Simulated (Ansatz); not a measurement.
in.yaml

```yaml
crystal:
  periodic: [false, false, false]
  atoms:
    - {symbol: Ge, position_ang: [0.000034, -0.000003, -0.018730]}
    - {symbol: H, position_ang: [1.465006, 0.016889, 0.452573]}
    - {symbol: H, position_ang: [-0.748285, 1.261093, 0.448403]}
    - {symbol: H, position_ang: [-0.719150, -1.277779, 0.448837]}
basis:
  gaussian: {orbitals: 6-31G}
magnetization: {spin_polarized: true, initial_magnetization: 3}
hamiltonian: {xc: {name: r2SCAN}}
```

```sh
$ ansatz run in.yaml --threads 1 --pin off --events-out ev --progress --plain --max-ram 2393MiB
```

Roughly how long does this take on 1 thread of Arm Neoverse V2, shared host, and how much host memory?

27 s wall and 0.16 GiB.

```
346 factors; integrals over basis functions are off by at most 5.1e-4 eV
mean field evaluation 1: about -56545.7162 eV, gradient 7.3e0 eV
mean field evaluation 2: about -56543.0539 eV, gradient 1.5e1 eV
mean field evaluation 4: about -56546.3383 eV, gradient 1.3e0 eV
mean field evaluation 8: about -56546.3806 eV, gradient 1.3e-1 eV
mean field evaluation 16: about -56546.3810 eV, gradient 2.9e-4 eV
mean field evaluation 32: about -56546.3810 eV, gradient 9.3e-5 eV
mean field evaluation 64: about -56544.6693 eV, gradient 7.9e0 eV
mean field evaluation 96: about -56546.4225 eV, gradient 4.4e-1 eV
mean field evaluation 128: about -56546.3832 eV, gradient 1.4e0 eV
a density is far from that of the atoms, so the factors are made again for it
374 factors; integrals over basis functions are off by at most 3.4e-4 eV
mean field evaluation 160: about -56545.7162 eV, gradient 7.3e0 eV
mean field evaluation 192: about -56546.5442 eV, gradient 7.5e-1 eV
mean field evaluation 224: about -56546.5404 eV, gradient 1.2e-1 eV
mean field evaluation 256: about -56545.7458 eV, gradient 4.7e-1 eV
mean field evaluation 288: about -56546.4905 eV, gradient 9.9e-1 eV
mean field -56546.54079377 eV, -2078.0470455491 hartree, gradient 2.4e-5 eV, S^2 3.751702; 17 other end points of the search recorded, 0 dependent functions left out
reference -56546.54080840 eV, -2078.0470460866 hartree; 19, 16 occupied and 16, 19 virtual orbitals, 374 factors
Total energy: -56546.54080840 eV, -2078.0470460866 hartree
```
